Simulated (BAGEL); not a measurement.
# BH3S (SMILES BS): FCI/STO-3G (density fitting with qzvpp-jkfit)

What is the vertical singlet–triplet gap of BH3S at FCI/STO-3G (density fitting with qzvpp-jkfit)? 

The results are computed with BAGEL 1.2.2.

4 further runs of the same task are left out: 2 that didn't finish, 2 set aside as unsound or not needed. Runs told in other sessions of the task aren't counted.

## Step 1: The molecule

BH3S: 5 atoms, total charge 0, spin state singlet. As SMILES, `BS`. Geometry: relaxed at PBE0-D4/def2-TZVP.

Bond lengths: B1–S2 1.765 Å, B1–H3 1.192 Å, B1–H4 1.190 Å, S2–H5 1.344 Å. Angles: B1–S2–H5 99.2°, S2–B1–H3 115.8°, S2–B1–H4 121.4°, H3–B1–H4 122.7°.

## Step 2: A single-point energy at FCI/STO-3G (density fitting with qzvpp-jkfit)

calc.json reads:

```json
{ "bagel": [

{
  "title": "molecule",
  "basis": "sto-3g",
  "df_basis": "qzvpp-jkfit",
  "angstrom": true,
  "geometry": [
    { "atom": "B", "xyz": [   -0.392100,   -0.421000,    0.088100 ] },
    { "atom": "S", "xyz": [    0.161700,    1.236900,   -0.154300 ] },
    { "atom": "H", "xyz": [   -1.562900,   -0.556400,    0.264200 ] },
    { "atom": "H", "xyz": [    0.367100,   -1.337600,    0.074200 ] },
    { "atom": "H", "xyz": [    1.476100,    1.004400,   -0.313600 ] }
  ]
},
{ "title": "hf" },
{ "title": "fci", "nstate": 1, "ncore": 6 }

]}
```

The run is started by

```
$ BAGEL_NUM_THREADS=1 BAGEL calc.json > calc.out
```

What it wrote:

```text
* using 1 threads per process

  ===============================================================
  ===============================================================

  *** Geometry ***

  { "atom" : "B", "xyz" : [     -0.740962,     -0.795575,      0.166485 ] },
  { "atom" : "S", "xyz" : [      0.305569,      2.337402,     -0.291585 ] },
  { "atom" : "H", "xyz" : [     -2.953453,     -1.051444,      0.499266 ] },
  { "atom" : "H", "xyz" : [      0.693718,     -2.527698,      0.140218 ] },
  { "atom" : "H", "xyz" : [      2.789425,      1.898041,     -0.592618 ] },

  Number of auxiliary basis functions:      257

  Since a DF basis is specified, we compute 2- and 3-index integrals:
    o Being stored without compression. Storage requirement is 0.001 GB

  Number of basis functions:       17
  Number of electrons      :       24

    * METHOD: MOLECULE                             0.05

  *** RHF ***

  === Nuclear Repulsion ===
    43.0705489642

      * DIIS with orbital gradients will be used.

  === RHF iteration (sto-3g) ===
      0       -419.26666524          0.01606998           0.00
      1       -419.29788102          0.00420145           0.00
      2       -419.30015503          0.00116657           0.00
      3       -419.30035678          0.00016805           0.00
      4       -419.30036376          0.00006228           0.00
      5       -419.30036491          0.00000536           0.00
      6       -419.30036492          0.00000051           0.00
      7       -419.30036492          0.00000008           0.00
      8       -419.30036492          0.00000001           0.00
      9       -419.30036492          0.00000000           0.00
    * SCF iteration converged.

    * Permanent dipole moment:
           (   -0.342756,     0.022042,     0.045403) a.u.

    * METHOD: HF                                   0.07

  ---------------------------
        FCI calculation
  ---------------------------

  Performs exactly the same way as Knowles & Handy 1984 CPL

  o alpha-beta strings
      length:           924
  o size of the space
      determinant space:  213444
      spin-adapted space: 60984

  o single displacement lists (alpha)
      length:         16632
  o single displacement lists (beta)
      length:         16632

     guess   0:   closed 111111.....          open ...........

  === FCI iteration ===

      0  0      -419.30036492     8.16e-04      0.27
      1  0      -419.38156042     3.49e-04      0.27
      2  0      -419.39273198     1.61e-04      0.27
      3  0      -419.39527731     6.10e-05      0.29
      4  0      -419.39565931     3.07e-05      0.27
      5  0      -419.39573263     1.45e-05      0.28
      6  0      -419.39574663     5.27e-06      0.28
      7  0      -419.39574822     1.89e-06      0.28
      8  0      -419.39574841     6.47e-07      0.29
      9  0      -419.39574844     2.32e-07      0.29
     10  0      -419.39574844     7.95e-08      0.29
     11  0      -419.39574844     2.76e-08      0.28
     12  0      -419.39574844     9.64e-09      0.28
     13  0      -419.39574844     3.36e-09      0.29
     14  0      -419.39574844     1.15e-09      0.29
     15  0      -419.39574844     3.96e-10      0.29
     16  0      -419.39574844     1.41e-10      0.31
     17  0 *    -419.39574844     4.76e-11      0.28

     * ci vector, state   0, <S^2> = 0.0000
       222222.....     0.9598714843
       22222.2....    -0.0801025965
       22222ba....    -0.0736484726
       22222ab....    -0.0736484726

    * METHOD: FCI                                  5.17

  ===============================================================
```

Run time: 5.7 s. Hardware: 1 thread of Arm Neoverse V1, shared host; peak memory 0.32 GiB.

## Step 3: The triplet, same level

calc.json reads:

```json
{ "bagel" : [

{
  "title" : "molecule",
  "basis" : "sto-3g",
  "df_basis" : "qzvpp-jkfit",
  "angstrom" : true,
  "geometry" : [
    { "atom" : "B", "xyz" : [   -0.392100,   -0.421000,    0.088100 ] },
    { "atom" : "S", "xyz" : [    0.161700,    1.236900,   -0.154300 ] },
    { "atom" : "H", "xyz" : [   -1.562900,   -0.556400,    0.264200 ] },
    { "atom" : "H", "xyz" : [    0.367100,   -1.337600,    0.074200 ] },
    { "atom" : "H", "xyz" : [    1.476100,    1.004400,   -0.313600 ] }
  ]
},
{
  "title" : "hf"
},
{
  "title" : "fci",
  "nstate" : 1,
  "ncore" : 6,
  "nspin" : 2
}

]}
```

The run is started by

```
$ BAGEL_NUM_THREADS=1 BAGEL calc.json > calc.out
```

What it wrote:

```text
* using 1 threads per process

  ===============================================================
  ===============================================================

  *** Geometry ***

  { "atom" : "B", "xyz" : [     -0.740962,     -0.795575,      0.166485 ] },
  { "atom" : "S", "xyz" : [      0.305569,      2.337402,     -0.291585 ] },
  { "atom" : "H", "xyz" : [     -2.953453,     -1.051444,      0.499266 ] },
  { "atom" : "H", "xyz" : [      0.693718,     -2.527698,      0.140218 ] },
  { "atom" : "H", "xyz" : [      2.789425,      1.898041,     -0.592618 ] },

  Number of auxiliary basis functions:      257

  Since a DF basis is specified, we compute 2- and 3-index integrals:
    o Being stored without compression. Storage requirement is 0.001 GB

  Number of basis functions:       17
  Number of electrons      :       24

    * METHOD: MOLECULE                             0.05

  *** RHF ***

  === Nuclear Repulsion ===
    43.0705489642

      * DIIS with orbital gradients will be used.

  === RHF iteration (sto-3g) ===
      0       -419.26666524          0.01606998           0.00
      1       -419.29788102          0.00420145           0.00
      2       -419.30015503          0.00116657           0.00
      3       -419.30035678          0.00016805           0.00
      4       -419.30036376          0.00006228           0.00
      5       -419.30036491          0.00000536           0.00
      6       -419.30036492          0.00000051           0.00
      7       -419.30036492          0.00000008           0.00
      8       -419.30036492          0.00000001           0.00
      9       -419.30036492          0.00000000           0.00
    * SCF iteration converged.

    * Permanent dipole moment:
           (   -0.342756,     0.022042,     0.045403) a.u.

    * METHOD: HF                                   0.07

  ---------------------------
        FCI calculation
  ---------------------------

  Performs exactly the same way as Knowles & Handy 1984 CPL

  o alpha-beta strings
      length:           792
  o size of the space
      determinant space:  152460
      spin-adapted space: 98010

  o single displacement lists (alpha)
      length:         11550
  o single displacement lists (beta)
      length:         16170

     guess   0:   closed 11111......          open .....11....

  === FCI iteration ===

      0  0      -419.05899937     1.07e-03      0.21
      1  0      -419.16849161     4.63e-04      0.20
      2  0      -419.18428672     1.69e-04      0.20
      3  0      -419.18596566     6.00e-05      0.20
      4  0      -419.18615978     2.40e-05      0.20
      5  0      -419.18618933     1.04e-05      0.20
      6  0      -419.18619548     4.68e-06      0.20
      7  0      -419.18619672     2.20e-06      0.20
      8  0      -419.18619701     1.11e-06      0.20
      9  0      -419.18619708     5.25e-07      0.20
     10  0      -419.18619710     2.24e-07      0.20
     11  0      -419.18619710     8.86e-08      0.20
     12  0      -419.18619710     3.59e-08      0.20
     13  0      -419.18619710     1.58e-08      0.20
     14  0      -419.18619710     7.05e-09      0.20
     15  0      -419.18619710     3.02e-09      0.20
     16  0      -419.18619710     1.22e-09      0.21
     17  0      -419.18619710     4.67e-10      0.21
     18  0      -419.18619710     1.74e-10      0.21
     19  0 *    -419.18619710     6.63e-11      0.19

     * ci vector, state   0, <S^2> = 2.0000
       22222aa....    -0.9472208324
       2222aaa.b..    -0.0966737950
       2222baa.a..    -0.0926068721
       222b2aa.a..    -0.0843843415
       222a2aa.b..    -0.0768494255

    * METHOD: FCI                                  4.10

  ===============================================================
```

Wall time 4.5 s (1 thread of Arm Neoverse V1, shared host); peak memory 0.24 GiB.

## Step 4: Results

At FCI/STO-3G (density fitting with qzvpp-jkfit), 6 core orbitals frozen:

| quantity | value |
| --- | --- |
| singlet: total energy | -419.39575 Eh |
| triplet: total energy | -419.18620 Eh |
| vertical energy of the triplet above the singlet | 5.702 eV |

In words: At this shape the triplet lies 5.70 eV (131 kcal/mol) above the singlet. In a minimal basis such a difference can be off by several eV, whatever the method.
